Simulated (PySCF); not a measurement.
# State search for SO

Unrestricted PBE0; PySCF, spin-free X2C with a Gaussian nucleus, basis sets S x2c-TZVPPall, O x2c-TZVPPall. Outer shells of the fragments: S 3s2 3p4; O 2s2 2p4.

Followed along the bond (rough minima from three points):

| 2Ms+1 | unpaired | ⟨S²⟩ at the start | R at minimum (Å) | Te (eV) |
| --- | --- | --- | --- | --- |
| 3 | π ↑↑ | 2.01 | 1.48 | 0.00 |
| 1 | π ↑↓ | 1.01 | 1.48 | 0.31 |
| 1 | none | 0.00 | 1.49 | 1.35 |
| 5 | σ ↑, π ↑↑↑ | 6.01 | none in the scan | ≤ 6.05 |

Solutions found at the starting distance of 1.585 Å, counted from the lowest of them; the search is not exhaustive and high or unbound solutions are not listed, so other states can lie among these:

```tsv
2Ms+1	unpaired	term	E (eV)	⟨S²⟩	⟨Lz²⟩	μ (D)
3	π ↑↑	³Σ⁻	0.00	2.01	0.00	-1.76
1	π ↑↓	mixed	0.31	1.01	2.02	-1.79
1	none	mixed	1.34	0.00	2.01	-1.74
3	π ↑↑	mixed	3.82	2.01	2.02	-0.40
3	σ ↑, π ↑	³Π	4.91	2.07	1.01	-0.88
1	σ ↓, π ↑	mixed	5.22	1.08	1.04	-0.74
3	σ ↑, π ↑	³Π	5.23	2.01	1.01	-0.91
1	σ ↓, π ↑	mixed	5.61	1.01	1.01	-0.89
5	σ ↑, π ↑↑↑	⁵Π	6.78	6.01	1.01	0.27
3	σ ↑, π ↑↑↓	mixed	7.60	3.02	3.04	0.26
5	σ ↑↑, π ↑↑	⁵Σ⁻	7.78	6.01	0.00	-0.45
1	σ ↓↓, π ↑↑	mixed	9.33	2.01	0.00	-0.16
```

A term symbol is given only where ⟨S²⟩ and ⟨Lz²⟩ are close to those of a pure state; real π, δ and φ orbitals otherwise mix terms. A positive dipole means S(−)O(+).

The measured ground state is X ³Σ- (Huber and Herzberg, Constants of Diatomic Molecules (1979)).

Counting both spins, an empty level lies below a filled one in some of these solutions, because spin and occupation are held.
